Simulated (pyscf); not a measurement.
Elementary routes open to `[OH][SiH3]` + `[OH][SiH3]` in the gas phase (singlet surface):
A. `[OH][SiH2][OH]` + `[SiH4]` (O–Si, H–Si broken; O–Si, H–Si formed)
B. `[OH][SiH2][SiH2][OH]` + `[H][H]` (H–Si, H–Si broken; Si–Si, H–H formed)

Optimised with ωB97X-D3(BJ)/def2-SVP in PySCF.

**Question.** Rank the routes by free-energy barrier at 298 K, lowest first, for ωB97M-D3(BJ)/def2-TZVP energies (ideal gas, 1 atm, RRHO with modes under 100 cm⁻¹ raised to 100, one conformer, R ln 2 for chiral ones without a mode under 150 cm⁻¹).

**Answer.** A (34.7 kcal/mol), B (70.8 kcal/mol)

Route A is the fastest of these, ahead of the next by 36.1 kcal/mol. The most stable products are those of A (ΔG = -5.9 kcal/mol), so kinetics and thermodynamics agree. At 1200 K A is still the fastest. Only these routes are compared; each barrier is that of the saddle found, and lower ones may exist.
